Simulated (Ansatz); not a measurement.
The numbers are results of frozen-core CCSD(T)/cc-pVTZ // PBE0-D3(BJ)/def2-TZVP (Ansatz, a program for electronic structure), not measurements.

Ansatz 0.2 input:
```yaml
crystal:
  periodic: [false, false, false]
  atoms:
    - { symbol: Cl, position_ang: [-0.877208, -1.49937, -0.000645] }
    - { symbol: B, position_ang: [-0.000006, -0.000013, -0.000002] }
    - { symbol: Cl, position_ang: [-0.85986, 1.509405, -0.000629] }
    - { symbol: Cl, position_ang: [1.737073, -0.010021, 0.001277] }
basis:
  gaussian: { orbitals: cc-pVTZ }
correlation:
  method: ccsd_t
```

Output:

```
Functional definition: HF
796 factors; integrals over basis functions are off by at most 5.5e-4 eV
mean field evaluation 1: about -38186.0031 eV, gradient 1.9e1 eV
mean field evaluation 2: about -38186.3971 eV, gradient 2.1e1 eV
mean field evaluation 4: about -38187.7451 eV, gradient 2.2e0 eV
mean field evaluation 8: about -38187.7862 eV, gradient 9.4e-2 eV
mean field evaluation 16: about -38186.8615 eV, gradient 1.1e1 eV
mean field -38187.78622122 eV, -1403.3752590185 hartree, gradient 8.5e-6 eV, S^2 0.000000; 0 other end points of the search recorded, 0 dependent functions left out
16 core orbitals not correlated
reference -38187.78622122 eV, -1403.3752590185 hartree; 12, 12 occupied and 104, 104 virtual orbitals, 796 factors
second order -17.91966249 eV of doubles, -0.00000000 eV of singles
cycle   1  -18.64588330 eV  change   -7.3e-1 eV  update   8.6e-2
cycle   2  -19.01812773 eV  change   -3.7e-1 eV  update   2.3e-2
cycle   3  -19.10034955 eV  change   -8.2e-2 eV  update   1.3e-2
cycle   4  -19.09062578 eV  change    9.7e-3 eV  update   3.5e-3
cycle   5  -19.08958589 eV  change    1.0e-3 eV  update   1.3e-3
cycle   6  -19.08947759 eV  change    1.1e-4 eV  update   2.9e-4
cycle   7  -19.08944639 eV  change    3.1e-5 eV  update   7.7e-5
cycle   8  -19.08948017 eV  change   -3.4e-5 eV  update   1.8e-5
cycle   9  -19.08948119 eV  change   -1.0e-6 eV  update   4.7e-6
perturbative correction -0.86312758 eV, -0.0317193535 hartree
Total energy: -38207.73882999 eV, -1404.1085038665 hartree
```

Cost: very roughly 23 core-seconds.
